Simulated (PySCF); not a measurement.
**C2H6N: g tensor and hyperfine couplings**

Species: C2H6N (doublet state).
Geometry (GFN2-xTB, Å), atoms numbered from 1 in this order:
```xyz
9
C2H6N angstrom
C      1.325   -0.224   -0.170
N      0.234    0.436    0.379
C     -1.090   -0.021    0.038
H      1.225   -0.531   -1.195
H      2.290    0.095    0.175
H      0.348    0.647    1.362
H     -1.345   -0.986    0.497
H     -1.153   -0.131   -1.044
H     -1.820    0.722    0.360
```

The hyperfine couplings belong to this conformer and change with its torsions.

The species is `N(C)[CH2]` [radical].

The calculation used UKS B3LYP, pcH-1 on C H N, non-relativistic, mean-field spin-orbit, GIAO (PySCF 2.14.0). Geometry: GFN2-xTB; no solvent, vibrations or thermal averaging. Couplings are sensitive to structure, and on GFN2-xTB geometries they can be far from those on DFT ones. Stability of the SCF solution: not tested.

```json
{
  "g1, g2, g3": "2.00214, 2.00282, 2.00340",
  "g_iso": "2.00279",
  "Form of g": "rhombic: the two nearest values differ by 46 % of g3 − g1",
  "⟨S²⟩": "0.7532 (exact 0.7500)",
  "α and β electrons": "13, 12",
  "HOMO–LUMO gap, α and β orbitals": "5.18, 6.97 eV",
  "Total energy": "-134.52503 Eh"
}
```

Hyperfine couplings atom by atom, in mT; T1 to T3 are the principal values of the dipolar part (MHz turned into mT with g_iso):

| atom | isotope | a_iso | T1 | T2 | T3 | Mulliken spin population |
| --- | --- | --- | --- | --- | --- | --- |
| C1 | 13C | 4.29 | -2.35 | -2.33 | 4.67 | 0.85 |
| N2 | 14N | 0.60 | -0.51 | -0.49 | 1.00 | 0.19 |
| C3 | 13C | 0.28 | -0.09 | -0.04 | 0.12 | -0.01 |
| H4 | 1H | -1.00 | -1.11 | -0.03 | 1.13 | -0.03 |
| H5 | 1H | -1.02 | -1.11 | -0.04 | 1.14 | -0.03 |
| H6 | 1H | 0.11 | -0.54 | -0.24 | 0.79 | 0.00 |
| H7 | 1H | 1.05 | -0.13 | -0.09 | 0.23 | 0.03 |
| H8 | 1H | 0.29 | -0.14 | -0.11 | 0.25 | 0.00 |
| H9 | 1H | 0.03 | -0.13 | -0.10 | 0.23 | 0.00 |

Largest spin populations (Mulliken): C1 (+0.85) and N2 (+0.19). The angles at C1 add up to 350.4°, so it is slightly pyramidal.

Axes: g2 points within 11° of the C1–N2 bond.

Under fast tumbling the dipolar parts average out, and these isotropic splittings remain: 1 × 1H (H5, I = 1/2, 2 lines) with 1.02 mT, 1 × 1H (H4, I = 1/2, 2 lines) with 1.00 mT, 1 × 14N (N2, I = 1, 3 lines) with 0.60 mT, 3 × 1H (H7/H8/H9, I = 1/2, 4 lines) with 0.46 mT and 1 × 1H (H6, I = 1/2, 2 lines) with 0.11 mT.

Means are taken over nuclei equivalent by connectivity, which assumes that they swap fast. H4 and H5 aren't averaged: C1 is flat or nearly so (angle sum 350°), and its turn about the short C1–N2 bond (1.39 Å) is taken as slow. The three 1H nuclei of mean +12.8 MHz run from 0.9 to 29.6 MHz in the frozen geometry.

The 13C coupling of C1 (120.4 MHz) shows only in satellite lines or after enrichment, since that isotope makes up about 1.07 % of natural carbon.
